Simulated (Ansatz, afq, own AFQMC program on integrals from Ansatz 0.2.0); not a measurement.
Two steps: Ansatz 0.2.0 writes the Fock matrix and Cholesky factors of the valence space, and afq projects on them the lowest state that overlaps trial and start.

```yaml
crystal:
  periodic: [false, false, false]
  atoms:
    - {symbol: Cl, position_ang: [-0.045324, -3.462887, -0.132069]}
    - {symbol: In, position_ang: [0.611250, -1.400261, 0.872077]}
    - {symbol: O, position_ang: [-1.017625, 0.048091, 0.840554]}
    - {symbol: In, position_ang: [-0.499921, 1.337277, -0.760863]}
    - {symbol: Cl, position_ang: [0.121474, 3.418946, 0.104545]}
    - {symbol: Cl, position_ang: [-1.836375, 1.163051, -2.667761]}
    - {symbol: O, position_ang: [1.073927, -0.080118, -0.808052]}
    - {symbol: H, position_ang: [-1.505225, 0.347108, 1.616391]}
    - {symbol: H, position_ang: [1.326600, -0.471327, -1.654062]}
basis:
  gaussian: {orbitals: def2-SVP}
magnetization: {spin_polarized: true, initial_magnetization: 1}
correlation: {method: ccsd_t, electrons: outside_noble_gas, hamiltonian_folder: ham}
```

```sh
$ ansatz run in.yaml --threads 1 --pin off --events-out ev --progress --plain --max-ram 24576MiB --backend cuda --devices 0, --max-vram 18GiB
```

Options of the walk:

```
--method phaseless --trial cisd --walkers 500 --populations 10 --least-time 60 --time-step 0.005 --steps-per-block 50 --equilibration-blocks 28 --max-blocks 4000 --target-error 0.00038 --factor-cut 1e-05 --start spin_pure --seed 3748 --release-times 0.21,0.42,0.63,0.9 --release-step 0.03 --release-every 5 --taylor-order 6
```

Times are imaginary, in 1/Eh. The walk had a cap of 235 s. With eight or more populations the least sampling time is a fifth of least-time, and the error comes from their spread. Filled inner d shells are frozen with the cores. Core potentials past Kr, no spin–orbit coupling.

Output of the walk:

```
orbitals 109  electrons 21 20  factors 959 of 1514
reference energy -1907.51674302 Eh
CCSD correlation -0.91710627 Eh in 14 cycles, weight of the determinant in the CISD state 0.7448
energy of the start -1908.433433 Eh
 block  time / (1/Eh)  mean weight  energy / Eh
     1     0.250  0.9975  -1908.384842
     2     0.500  0.9985  -1908.402147
     3     0.750  1.0031  -1908.422790
     4     1.000  1.0003  -1908.443986
     5     1.250  1.0004  -1908.440921
    10     2.500  0.9998  -1908.464165
    29     7.250  1.0010  -1908.471171
    49    12.250  0.9987  -1908.449361
    69    17.250  0.9983  -1908.452145
    89    22.250  0.9992  -1908.453519
   109    27.250  1.0001  -1908.456732
   129    32.250  0.9981  -1908.443165
   149    37.250  1.0011  -1908.462468
   169    42.250  0.9994  -1908.466678
   177    44.250  0.9999  -1908.455779
error from the spread of 10 populations
released: time / (1/Eh)  energy / Eh  error  mean overlap
  0.21  -1908.458016  0.000983  0.9880
  0.42  -1908.459323  0.001110  0.9775
  0.63  -1908.462498  0.001312  0.9553
  0.90  -1908.461642  0.001640  0.9411
energy -1908.456552 +/- 0.001008 Eh
(rows thinned)
```

The run passed its tests (sampling time, drift between the halves within three errors, error under three times the target), which doesn't prove that it has relaxed, ending at its cap on processor time.

Against this walk (error 27.4 meV) on the same determinant: CCSD(T) 79.8 meV higher. The error is statistical and leaves out the bias of the constraint. None of these is a sure reference here. Released to 0.90 1/Eh the energy lies 139 ± 52 meV (both errors) below the phaseless value, which shows part or all of the bias of the constraint, and CCSD(T) lies 218.3 meV above the released value.

Cautions: constraint bias not in the error; error above the target (27.4 against 10.3 meV); no spin-orbit coupling; inner d shell frozen.

The walk took 3.9 min on 1 × NVIDIA H100 80GB HBM3 with 2 threads of AMD EPYC 7R13 Processor (Zen 3) (shared host) (the card was shared). The log's last line is the phaseless energy.
